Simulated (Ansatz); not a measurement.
Input for Ansatz (development build ahead of 0.2.0):

```yaml
crystal:
  periodic: [false, false, false]
  atoms:
    - { symbol: Si, position_ang: [0.0, 0.0, 0.0] }
    - { symbol: H, position_ang: [0.0, 0.0, 3.976] }
    - { symbol: H, position_ang: [0.0, 3.6035, -1.6803] }
basis:
  gaussian: { orbitals: pcseg-2 }
hamiltonian:
  xc: pbe0
```

The input is written out in the form of the current development build from the run's settings.

Output:

| Quantity | Value |
| --- | --- |
| Converged | yes |
| Total energy | -290.15111 hartree |
| Spin squared of the determinant | 0.000 |
| Stability test | minimum among restricted orbitals |

Caution: charge can spread falsely over distant fragments; an unrestricted determinant lies well below.
